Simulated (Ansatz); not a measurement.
**Polycrystal shear modulus of rock-salt KCl at several levels of theory**

No measured value is used here.

```json
[
 {"level (code)": "LDA (Ansatz)", "value (GPa)": "11.8", "cell (Å³/atom)": "28.04"},
 {"level (code)": "PBE (Ansatz)", "value (GPa)": "9.22", "cell (Å³/atom)": "32.48"},
 {"level (code)": "r²SCAN (Ansatz)", "value (GPa)": "10.4", "cell (Å³/atom)": "31.15"}
]
```

Each level is taken at its own relaxed cell. Cutoffs differ between the levels. Ansatz's density-functional and Hartree–Fock values are scalar-relativistic unless marked +SOC, with PAW data made under PBE.

Ansatz is a program for electronic structure.
